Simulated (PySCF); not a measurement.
Geometry:
```csv
atom,x (Å),y (Å),z (Å)
C1,1.437,0.415,-0.372
C2,0.501,-0.400,0.492
S3,-1.192,0.155,0.394
O4,-1.220,1.596,0.515
O5,-2.022,-0.701,1.224
O6,-1.551,-0.207,-1.154
H7,1.171,0.324,-1.435
H8,1.389,1.477,-0.094
H9,2.470,0.063,-0.242
H10,0.476,-1.469,0.232
H11,0.734,-0.320,1.565
H12,-2.194,-0.932,-1.124
```

Method: σ from GIAO-PBE0/pcSseg-1, geometry from PBE0-D3(BJ)/def2-SVP, in PySCF 2.14 (no relativistic terms, one conformer, rapidly exchanging positions averaged, gas phase).

Shifts are taken against calculated references (same method and geometry level): 13C (σ = 184.41 ppm), 1H (σ = 31.27 ppm) vs TMS; 33S (σ = 495.66 ppm) vs CS2; 17O (σ = 334.56 ppm) against H2O.

| atoms | nucleus | count | Hirshfeld charge | δ (ppm) |
| --- | --- | --- | --- | --- |
| C2 | 13C | 1 | -0.07 | 54.1 |
| O6 | 17O | 1 | -0.21 | 207.0 |
| H10/H11 | 1H | 2 | 0.06 | ? |
| H12 | 1H | 1 | 0.18 | 4.20 |
| C1 | 13C | 1 | -0.11 | 9.6 |
| H7/H8/H9 | 1H | 3 | 0.05 | ? |
| O4/O5 | 17O | 2 | -0.31 | 242.8 |
| S3 | 33S | 1 | 0.56 | 332 |

**Question.** Estimate the values marked ?.

**Answer.** 
- H10/H11: 2.80 ppm, hydrogen on an sp3 CH2 bonded to S
- H7/H8/H9: 1.42 ppm, hydrogen on a methyl carbon

OH/NH shifts are gas-phase values; hydrogen bonding in solution moves them, usually downfield. Shifts are as computed. Against solution values, carbons near 30 ppm lie about +2 ppm off and those near 130 ppm about +4 ppm. Of 246 compounds with measured shifts, 49 miss one by over three times the rms of a fit or turn the order of signals round; such compounds aren't used in these exercises. Experimental scales use liquid or dissolved standards, which lie at an offset from isolated H2O (liquid H2O: subtract about 36 ppm).
